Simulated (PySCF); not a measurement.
Species: C4H8O (charge +1 and doublet state).
Geometry (GFN2-xTB, Å), atoms numbered from 1 in this order:
```
atom  x, y, z in Å
C1    -0.8458    0.9849    1.5370
C2    -0.2993    0.3064    0.4554
C3    -1.0828   -0.0424   -0.7439
O4     0.9649   -0.0075    0.5649
C5     1.6554   -0.6925   -0.4416
H6    -1.8792    1.2881    1.5461
H7    -0.2332    1.2200    2.3943
H8    -2.1115    0.2939   -0.6632
H9    -1.0748   -1.1241   -0.9100
H10   -0.6343    0.3973   -1.6403
H11    1.2043   -1.6724   -0.6439
H12    1.6537   -0.1310   -1.3846
H13    2.6782   -0.8203   -0.0879
```

The hyperfine couplings belong to this conformer and change with its torsions.

As a line formula: `[CH2+][C](C)OC` [radical] (charge +1).

Method used: PySCF 2.14.0, UKS B3LYP, pcH-1 on C H O, non-relativistic, mean-field spin-orbit, GIAO. One conformer (not necessarily the lowest) at the GFN2-xTB geometry, without solvent, vibrations or thermal averaging. Couplings are sensitive to structure, and on GFN2-xTB geometries they can be far from those on DFT ones, by a factor of two or more for some ions and for spin on atoms past the first row. The SCF solution wasn't tested for stability.

Question: Break the g tensor into its mass correction, gauge correction and orbital-Zeeman/spin–orbit terms.

Answer: 
```
                    Δg (ppm)     1     2     3
relativistic mass correction  -187  -187  -187
            gauge correction    -3    39    39
   orbital Zeeman/spin–orbit    -3  1415  3404
                       total  -193  1267  3256
```

So g = 2.00213, 2.00359, 2.00558 and g_iso = 2.00376; the tensor is rhombic: the two nearest values differ by 42 % of g3 − g1. Axes: g2 points within 10° of the C1–H7 bond and g3 points within 15° of the O4–C5 bond.

Question: Average each term over the three axes. Which is largest in size?

Answer: The orbital-Zeeman/spin–orbit term 1606, the mass correction -187 and the gauge correction 25 ppm, for a total of 1443 ppm. The orbital-Zeeman/spin–orbit term is the largest in size. The mass correction is the same along every axis, so the anisotropy comes from the other two: their spans along these axes are 43 (gauge) and 3407 ppm (orbital Zeeman/spin–orbit).

Question: What are the electron Larmor frequencies g μB B/h along the three axes at 1200 mT?

Answer: 33.6267, 33.6512, 33.6846 GHz for g1, g2 and g3, a range of 57.9 MHz.

Question: In a frozen sample, at which fields do the three g values resonate at 9.5, 34, 94 and 263 GHz (hyperfine left aside), and which band first spreads them over more than twice a line width of 0.5 mT?

Answer: 
```tsv
band	GHz	B(g3) mT	B(g2) mT	B(g1) mT	spread mT
X	9.5	338.43	338.77	339.02	0.58
Q	34.0	1211.23	1212.44	1213.32	2.09
W	94.0	3348.71	3352.03	3354.48	5.77
J	263.0	9369.26	9378.56	9385.40	16.14
```

The spread grows in proportion to the frequency. Q band is the first where it exceeds 1.0 mT.

The Mulliken spin populations are largest on C1 (+0.72), O4 (+0.23) and C2 (+0.06). The angles at C1 add up to 360.0°, so it is planar; its axial dipolar tensor and the negative couplings of its protons fit spin in a p orbital normal to that plane.

The HOMO–LUMO gaps are 6.88 eV among the α and 4.92 eV among the β orbitals.

The run took 27 s of wall time (grids of density and orbitals included) on one thread, Arm Neoverse V1 (aarch64) (shared host), and the process peaked at 0.74 GiB of memory.

The SMILES draws the unpaired electron on C2; the largest computed Mulliken spin population is on C1 (0.72 against 0.06).
